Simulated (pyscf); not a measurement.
Single points on ωB97X-D3(BJ)/def2-SVP structures (PySCF, gas phase). Correlated levels are frozen-core, on RHF or UHF. ΔMP2 is the change of the MP2 total energy from the triple- to the quadruple-zeta basis.

SMILES: [Li][Br]
```xyz
2

Li     1.5907    -2.2586    -0.3311
Br     0.3074    -1.0541    -1.5854
```
Charge 0, spin multiplicity 1.

### Question
What is the homolytic dissociation enthalpy (298 K, CCSD(T)/def2-TZVPP + ΔMP2(QZVPP)) of the Br–Li bond of `[Li][Br]`, to Li• + Br•?

### Answer
Br–Li to Li• + Br•: 4.41 eV. The CCSD(T) − MP2 part came from Ansatz, without density fitting, on the same reference. The frozen core leaves the outer d or s,p core shells of the metals and heavy elements correlated in the MP2 and CC values, and def2-TZVPP describes them poorly, which can shift differences by a few kcal/mol. Left out: the spin-orbit lowering of Br, which is large for Br, Se, Te and I. Elements up to Kr have no core potential and no relativistic terms here.
